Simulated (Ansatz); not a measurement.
in.yaml

```yaml
crystal:
  periodic: [false, false, false]
  atoms:
    - {symbol: Zr, position_ang: [-0.000003, 0.000000, 0.395697]}
    - {symbol: N, position_ang: [0.000956, 0.000000, -2.052018]}
    - {symbol: H, position_ang: [0.466550, -0.816331, -2.438387]}
    - {symbol: H, position_ang: [0.466583, 0.816313, -2.438387]}
    - {symbol: H, position_ang: [-0.946112, 0.000019, -2.420302]}
basis:
  gaussian: {orbitals: def2-TZVPP}
magnetization: {spin_polarized: true, initial_magnetization: 6}
hamiltonian: {xc: hf}
output: {orbitals: {seedname: orbitals}}
```

```sh
$ ansatz run in.yaml --threads 1 --pin off --events-out ev --progress --plain --max-ram 4096MiB --backend cpu
```

Roughly how long does this take on 1 thread of AMD EPYC 7R13, shared host, and how much host memory?

29 s wall and 0.29 GiB.

```
805 factors; their error is unknown
mean field evaluation 1: about -2784.8026 eV, gradient 1.5e1 eV
mean field evaluation 2: about -2786.5237 eV, gradient 4.7e0 eV
mean field evaluation 4: about -2786.9066 eV, gradient 7.5e-1 eV
mean field evaluation 8: about -2786.9442 eV, gradient 2.0e-1 eV
mean field evaluation 16: about -2787.0584 eV, gradient 3.7e-3 eV
mean field evaluation 32: about -2785.9460 eV, gradient 2.0e-1 eV
mean field evaluation 64: about -2787.0584 eV, gradient 2.0e-2 eV
mean field evaluation 96: about -2787.0251 eV, gradient 2.7e-1 eV
mean field evaluation 128: about -2786.2667 eV, gradient 3.7e0 eV
mean field evaluation 160: about -2787.0549 eV, gradient 1.1e-1 eV
mean field evaluation 192: about -2787.0582 eV, gradient 5.2e-3 eV
mean field evaluation 224: about -2785.9481 eV, gradient 2.7e-1 eV
mean field evaluation 256: about -2785.7526 eV, gradient 1.2e0 eV
mean field evaluation 288: about -2785.7930 eV, gradient 9.2e-1 eV
mean field evaluation 320: about -2786.9657 eV, gradient 1.8e0 eV
mean field evaluation 352: about -2786.3749 eV, gradient 9.0e-1 eV
mean field evaluation 384: about -2786.3990 eV, gradient 7.4e-1 eV
mean field evaluation 416: about -2786.3764 eV, gradient 4.7e-1 eV
mean field evaluation 448: about -2786.0659 eV, gradient 7.8e-1 eV
mean field evaluation 480: about -2785.7081 eV, gradient 4.5e-1 eV
mean field evaluation 512: about -2786.9440 eV, gradient 2.0e-1 eV
mean field evaluation 544: about -2787.0584 eV, gradient 1.3e-4 eV
mean field evaluation 576: about -2785.3717 eV, gradient 3.0e0 eV
mean field -2787.05839832 eV, -102.4225070020 hartree, gradient 9.4e-6 eV, S^2 12.011190; 12 other end points of the search recorded, 0 dependent functions left out
reference -2787.05839832 eV, -102.4225070020 hartree; 14, 8 occupied and 115, 121 virtual orbitals, 805 factors
Total energy: -2787.05839832 eV, -102.4225070020 hartree
```
